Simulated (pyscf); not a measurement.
•H₂C–CH(CH₃)–Cl → H₂C=CH–Cl + CH₃• (bond scission; doublet surface; C–C broken, none formed). Optimised with ωB97X-D3(BJ)/def2-SVP in PySCF. Energies in eV from the reactant's lowest minimum found.

```
level                   barrier  reaction energy
----------------------  -------  ---------------
PBE/def2-TZVP                 ?            +1.28
r²SCAN/def2-TZVP           1.56            +1.33
B3LYP-D3(BJ)/def2-TZVP     1.50            +1.25
PBE0-D3(BJ)/def2-TZVP         ?                ?
M06-2X/def2-TZVP           1.67            +1.34
HF/def2-TZVP               1.65            +1.05
```

Question: Fill in the missing entries.

Answer: 
- PBE/def2-TZVP, barrier: 1.49
- PBE0-D3(BJ)/def2-TZVP, barrier: 1.68
- PBE0-D3(BJ)/def2-TZVP, reaction energy: +1.45

The functionals in the table span 0.18 eV in this barrier, from PBE to PBE0-D3(BJ). The same reactants have a lower exit, to H₂C=CH–CH₃ + Cl• (no saddle counted: cutting one bond, which may have a small barrier of its own, costs +0.86 eV at ωB97M-D3(BJ)/def2-TZVP, against +1.63 eV here). •H₂C–CH(CH₃)–Cl lies 0.27 eV over its isomer H₃C–C•(CH₃)–Cl (electronic energy, ωB97M-D3(BJ)/def2-TZVP). One saddle was located; it need not be the lowest between these sides.
